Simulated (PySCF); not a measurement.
Some computed properties have been withheld. Give your best values.

Species: ClH3Si.
SMILES: `[SiH3]Cl`

```json
{"property": "point group of the GFN2-xTB geometry", "level": "GFN2-xTB", "value": "?"}
{"property": "rotational constants A, B, C of the GFN2-xTB geometry", "level": "GFN2-xTB", "value": "87.048, 6.939, 6.939 GHz"}
{"property": "dipole moment", "level": "PBE0/pcSseg-1", "value": "?"}
{"property": "HOMO energy", "level": "PBE0/pcSseg-1", "value": "-9.07 eV"}
{"property": "LUMO energy", "level": "PBE0/pcSseg-1", "value": "?"}
{"property": "1H chemical shifts (computed TMS as zero) by class", "level": "GIAO PBE0/pcSseg-1", "value": "?"}
{"property": "isotropic shieldings of nuclei other than C and H, by class", "level": "GIAO PBE0/pcSseg-1", "value": "391 (1 Si), 1060 (1 Cl) ppm"}
```

The electronic properties come from PySCF, for the isolated species, density fitting.

Q: What are the 1H chemical shifts (computed TMS as zero) by class?

A: 5.02 (3 H) ppm.

Q: Give the dipole moment.

A: 1.51 D.

Q: The LUMO energy?

A: 0.08 eV.

Q: Give the point group of the GFN2-xTB geometry.

A: C3v.

The rotational constants are those of a prolate symmetric top. Point group C3v permits a dipole; with 1.51 D the species has a pure rotational spectrum. The dipole matches unit charges of opposite sign 0.31 Å apart (1 e·Å = 4.8032 D).
